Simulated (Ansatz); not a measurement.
**N2H (SMILES [N]=N): UHSE06/def2-TZVPPD**

Aim: the energy change on altering one bond length of N2H at UHSE06/def2-TZVPPD, from 2 runs. 

The results are computed with Ansatz 0.2.0.

29 further runs of the same task are left out: 29 set aside as unsound or not needed.

**1. The molecule**

The species is N2H (3 atoms), meant as a doublet with charge 0. SMILES: `[N]=N`. Geometry: relaxed at PBE0-D4/def2-TZVP.

Bond lengths: N1–N2 1.165 Å, N2–H3 1.057 Å. Angles: N1–N2–H3 117.5°.

**2. The energy at UHSE06/def2-TZVPPD**

Input file job.yaml:

```yaml
crystal:
  periodic: [false, false, false]
  atoms:
    - {symbol: N, position_ang: [0.710530, -0.606720, 0.326180]}
    - {symbol: N, position_ang: [-0.268660, -0.217710, -0.170100]}
    - {symbol: H, position_ang: [-0.441870, 0.824430, -0.156080]}
basis:
  gaussian:
    orbitals: def2-TZVPPD.json
accuracy: high
hamiltonian:
  xc: hse06
magnetization:
  spin_polarized: true
  initial_magnetization: 1
output: {orbitals: {seedname: orbitals}}
```

The basis set def2-TZVPPD is read from a file made from the Basis Set Exchange's data (not shown).

Command:

```
ansatz run job.yaml --threads 1 --pin off --max-ram 3480MiB --events-out events.jsonl --progress --plain --runs-dir runs
```

The program printed:

```text
Warning: RAYON_NUM_THREADS=1 ignored (pool sized by the plan → 1); use --threads N
Functional definition: HSE06
  name "HSE06"
  parameter a = 0.25
  parameter omega = 0.11/bohr
  exchange = pbe_x - a*pbe_x_sr(omega) + a*exact_x_sr(omega)
  correlation = pbe_c
1397 factors; integrals over basis functions are off by at most 3.2e-9 eV
76 factors; integrals over basis functions are off by at most 1.9e-9 eV
mean field evaluation 1: about -2989.9346 eV, gradient 2.1e1 eV
mean field evaluation 2: about -2989.7938 eV, gradient 2.2e1 eV
mean field evaluation 4: about -2991.8077 eV, gradient 2.0e0 eV
mean field evaluation 8: about -2991.8216 eV, gradient 4.2e-2 eV
mean field evaluation 16: about -2991.8216 eV, gradient 1.3e-5 eV
mean field -2991.82162392 eV, -109.9474167496 hartree, gradient 8.9e-8 eV, S^2 0.756092; 0 other end points of the search recorded, 0 dependent functions left out
reference -2991.82162687 eV, -109.9474168581 hartree; 8, 7 occupied and 83, 84 virtual orbitals, 1397 factors
Total energy: -2991.82162687 eV, -109.9474168581 hartree
```

It took 4.2 s on 1 thread of Arm Neoverse V1, shared host; peak memory 0.22 GiB.

**3. The distorted shape**

Input file input.yaml:

```yaml
crystal:
  periodic: [false, false, false]
  atoms:
    - {symbol: "N", position_ang: [1.885596, -1.073547, 0.921735]}
    - {symbol: N, position_ang: [-0.268660, -0.217710, -0.170100]}
    - {symbol: H, position_ang: [-0.441870, 0.824430, -0.156080]}
basis:
  gaussian: {orbitals: def2-TZVPPD.json}
magnetization: {spin_polarized: true, initial_magnetization: 1}
hamiltonian: {xc: {name: HSE06}}
accuracy: high
output: {orbitals: {seedname: orbitals}}
```

The basis set def2-TZVPPD is read from a file made from the Basis Set Exchange's data (not shown).

Command:

```
ansatz run input.yaml --threads 1 --pin off --max-ram 3480MiB --events-out events.jsonl --progress --plain --runs-dir runs
```

The program printed:

```text
Warning: RAYON_NUM_THREADS=1 ignored (pool sized by the plan → 1); use --threads N
Functional definition: HSE06
  name "HSE06"
  parameter a = 0.25
  parameter omega = 0.11/bohr
  exchange = pbe_x - a*pbe_x_sr(omega) + a*exact_x_sr(omega)
  correlation = pbe_c
1327 factors; integrals over basis functions are off by at most 3.4e-9 eV
85 factors; integrals over basis functions are off by at most 1.5e-9 eV
mean field evaluation 1: about -2951.8423 eV, gradient 6.8e1 eV
mean field evaluation 2: about -2744.0170 eV, gradient 1.6e2 eV
mean field evaluation 4: about -2974.3935 eV, gradient 3.8e1 eV
mean field evaluation 8: about -2974.3926 eV, gradient 3.8e1 eV
mean field evaluation 16: about -2985.6753 eV, gradient 1.9e-4 eV
mean field evaluation 32: about -2985.6753 eV, gradient 6.2e-4 eV
mean field evaluation 64: about -2984.5852 eV, gradient 2.5e-2 eV
mean field -2985.67528959 eV, -109.7215431291 hartree, gradient 1.8e-8 eV, S^2 2.659991; 2 other end points of the search recorded, 0 dependent functions left out
reference -2985.67529265 eV, -109.7215432413 hartree; 8, 7 occupied and 83, 84 virtual orbitals, 1327 factors
Total energy: -2985.67529265 eV, -109.7215432413 hartree
```

Wall time 11 s (1 thread of Arm Neoverse V1, shared host); peak memory 0.25 GiB.

**4. Summary of results**

Level: UHSE06/def2-TZVPPD.

| quantity | value |
| --- | --- |
| first shape: total energy | -109.94742 Eh |
| first shape: HOMO energy (highest over α and β) | -5.89 eV |
| first shape: LUMO energy (lowest over α and β) | -2.00 eV |
| first shape: ⟨S²⟩ | 0.756 |
| distorted shape: total energy | -109.72154 Eh |
| distorted shape: HOMO energy (highest over α and β) | -8.96 eV |
| distorted shape: LUMO energy (lowest over α and β) | -3.00 eV |
| distorted shape: ⟨S²⟩ | 2.660 |
| energy change with the N1–N2 bond stretched from 1.165 to 2.562 Å | 6.146 eV |

**Reading.** With the N1–N2 bond stretched from 1.165 to 2.562 Å the energy rises by 6.15 eV (593 kJ/mol). The first shape isn't relaxed at this level, so the change isn't measured from a minimum. ⟨S²⟩ (distorted shape) is 2.66 where a pure doublet has 0.75: the reference is spin-contaminated.
